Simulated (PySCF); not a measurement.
Species: PH₃.
SMILES: `P`

Computed with PBE0-D3(BJ)/def2-SVP geometry optimisation, gas phase (PySCF).

Take the most abundant isotopes and a rigid rotor. 

Problem. What are A, B and C (MHz)?

Solution. Ia = 3.84, Ib = 3.84, Ic = 4.33 u·Å²; 505379 MHz·u·Å²/I gives A = 131470, B = 131450, C = 116795 MHz.

Problem. Classify the top.

Solution. An oblate symmetric top, as the point group C3v requires two equal moments; the computed ones differ by 0.02 % because the geometry is symmetric only within the optimiser's tolerance. Ray's parameter κ = (2B − A − C)/(A − C) = 0.997; −1 is the prolate and +1 the oblate limit.

Problem. What does the inertial defect say?

Solution. Not planar: Δ = Ic − Ia − Ib = -3.36 u·Å². For a rigid frame Δ = −2 Σ m c², so Σ m c² = 1.68 u·Å² lies off the ab plane: 1.53 from hydrogen and 0.15 from heavier atoms. The atom farthest from that plane is 0.71 Å away.

Problem. Give the other two planar moments, Paa and Pbb, and the rms extents of the mass along the axes.

Solution. Paa = Σ m a² = (Ib + Ic − Ia)/2 = 2.16 and Pbb = Σ m b² = (Ia + Ic − Ib)/2 = 2.16 u·Å². With the mass M = 34.00 u, the rms extents √(P/M) along a, b and c are 0.25, 0.25, 0.22 Å.

Problem. Where do the R-branch lines fall?

Solution. The dipole of 0.91 D lies along the symmetry axis, so ΔK = 0 and J+1 ← J falls at 2B(J+1) for every K: 262.92 GHz, 525.84 GHz, 788.76 GHz, 1051.68 GHz, 1314.60 GHz for J = 0 to 4.

Problem. Estimate the classical rotational partition function at 100 K and 500 K.

Solution. Point group C3v, symmetry number σ = 3; q = (√π/σ)·√((kT/h)³/(ABC)), k/h = 20836.6 MHz/K: 39.6 at 100 K, 442 at 500 K.

Not checked by PBE0-D3(BJ)/def2-SVP frequencies. These are rigid-rotor constants of the computed structure; measured ground-state constants (B0) also hold zero-point vibration.
